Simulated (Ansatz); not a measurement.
Species: NO, charge 0, multiplicity 2. SMILES: [N]=O
Geometry from a B3LYP-D3(BJ)/def2-TZVP (Ansatz, an electronic-structure program) optimisation:
```xyz
2

N      0.0000     0.0000    -0.6106
O      0.0000     0.0000     0.5343
```
Charge 0, spin multiplicity 2.

Property: atomisation energy (electronic, to ground-state atoms), in kcal/mol. Correlated levels leave the core frozen unless marked. Open shells are spin-unrestricted. Spin-orbit coupling is left out. Non-relativistic. The coupled-cluster limit lacks core correlation, which all-electron functionals hold. CBS(X,Y): correlation extrapolated as X^-3; Hartree-Fock from the larger set (for Q and 5 zeta extrapolated as (X+1)exp(-9√X)). [CCSD(T)-MP2]/basis is that difference in the basis named.

```
level                                                               program  atomisation energy (kcal/mol)  minus last row
-----------------------------------------------------------  --------------  -----------------------------  --------------
HF/STO-3G                                                            Ansatz                            3.3          -148.3
HF/6-31G*                                                            Ansatz                           48.8          -102.8
HF/aug-cc-pVDZ                                                       Ansatz                           50.7          -100.9
HF/CBS(cc-pVQZ,cc-pV5Z)                                              Ansatz                           54.1           -97.5
r2SCAN-D3(BJ)/def2-TZVPD                                     Ansatz + dftd3                          152.0             0.4
r2SCAN-D4/def2-TZVPD                                         Ansatz + dftd4                          152.0             0.4
PBE0/STO-3G                                                          Ansatz                          119.1           -32.5
PBE0-D3(BJ)/def2-TZVP                                        Ansatz + dftd3                          153.4             1.8
MP2/cc-pwCVTZ                                                        Ansatz                          152.2             0.6
MP2/aug-cc-pVQZ                                                      Ansatz                          157.7             6.1
RI-MP2/aug-cc-pVTZ                                                   Ansatz                          153.2             1.6
RI-MP2/cc-pVTZ                                                       Ansatz                          151.6             0.0
RI-MP2/CBS(def2-TZVPPD,def2-QZVPPD)                                  Ansatz                          159.8             8.2
CCSD/6-31G                                                           Ansatz                           87.9           -63.7
CCSD/cc-pVDZ                                                         Ansatz                          125.2           -26.4
CCSD/def2-TZVPPD                                                     Ansatz                          135.3           -16.3
CCSD/CBS(def2-TZVPP,def2-QZVPP)                                      Ansatz                          142.0            -9.6
CCSD(T)/aug-cc-pVDZ                                                  Ansatz                          132.8           -18.8
RI-MP2/CBS(def2-TZVPPD,def2-QZVPPD)+[CCSD(T)-MP2]/def2-SVPD          Ansatz                          151.3            -0.3
CCSD(T)/CBS(def2-TZVPP,def2-QZVPP)                                   Ansatz                          151.0            -0.6
CCSD(T)/CBS(cc-pVQZ,cc-pV5Z)                                         Ansatz                          151.6             0.0
```
